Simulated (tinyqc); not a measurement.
Worked calculation: CCD on RHF in the sto-6g basis, for HF, spin multiplicity 1. One step of it, computed by the program tinyqc.

Question. CCD: starting amplitudes. t_ij^ab = <ij||ab> / (e_i + e_j - e_a - e_b), whose energy is MP2.

orbital energies (hartree): MO1 -26.236218, MO2 -1.488658, MO3 -0.597065, MO4 -0.473981, MO5 -0.473981, MO6 0.628937

Two-electron integrals over orbitals (pq|rs), unique and non-zero (hartree):
```
(11|11) 5.380672    (21|11) -0.514618   (21|21) 0.079605    (22|11) 1.215130
(22|21) -0.020609   (22|22) 0.861381    (31|11) 0.172562    (31|21) -0.024496
(31|22) 0.014550    (31|31) 0.025280    (32|11) -0.149040   (32|21) 0.009701
(32|22) -0.013959   (32|31) 0.020906    (32|32) 0.158291    (33|11) 1.024748
(33|21) -0.011347   (33|22) 0.763600    (33|31) -0.006302   (33|32) -0.053802
(33|33) 0.783632    (41|41) 0.030408    (42|41) 0.038833    (42|42) 0.180190
(43|41) -0.011905   (43|42) -0.043860   (43|43) 0.049834    (44|11) 1.265970
(44|21) -0.013610   (44|22) 0.879559    (44|31) 0.004381    (44|32) -0.076579
(44|33) 0.766135    (44|44) 0.998085    (51|51) 0.030408    (52|51) 0.038833
(52|52) 0.180190    (53|51) -0.011905   (53|52) -0.043860   (53|53) 0.049834
(54|54) 0.053789    (55|11) 1.265970    (55|21) -0.013610   (55|22) 0.879559
(55|31) 0.004381    (55|32) -0.076579   (55|33) 0.766135    (55|44) 0.890506
(55|55) 0.998085    (61|11) 0.185200    (61|21) -0.031286   (61|22) 0.000400
(61|31) -0.007361   (61|32) -0.025475   (61|33) 0.013480    (61|44) 0.004499
(61|55) 0.004499    (61|61) 0.028603    (62|11) -0.264536   (62|21) 0.006275
(62|22) -0.135162   (62|31) -0.020571   (62|32) -0.041914   (62|33) -0.043217
(62|44) -0.133232   (62|55) -0.133232   (62|61) 0.014824    (62|62) 0.098534
(63|11) -0.344809   (63|21) 0.005496    (63|22) -0.157384   (63|31) 0.002548
(63|32) 0.093292    (63|33) -0.127363   (63|44) -0.188979   (63|55) -0.188979
(63|61) -0.006067   (63|62) 0.058827    (63|63) 0.168762    (64|41) -0.011274
(64|42) -0.043860   (64|43) -0.013448   (64|64) 0.031806    (65|51) -0.011274
(65|52) -0.043860   (65|53) -0.013448   (65|65) 0.031806    (66|11) 0.896159
(66|21) -0.008876   (66|22) 0.688478    (66|31) 0.016744    (66|32) 0.073987
(66|33) 0.671369    (66|44) 0.654137    (66|55) 0.654137    (66|61) -0.009821
(66|62) -0.069005   (66|63) -0.011153   (66|66) 0.719830
```

Give: Starting amplitudes; correlation energy.

Answer.

Starting amplitudes (spin orbitals 1a, 1b, ...; amplitudes related by a flip of all spins are not repeated):
```
from      to         t
3a 3b  6a 6b   -0.0688
2a 2b  6a 6b   -0.0233
2a 3b  6a 6b   -0.0176
4a 4b  6a 6b   -0.0144
5a 5b  6a 6b   -0.0144
1a 1b  6a 6b   -0.0005
1a 2b  6a 6b   -0.0005
1a 3b  6a 6b  2.16e-04
```

correlation energy = -0.016928 hartree
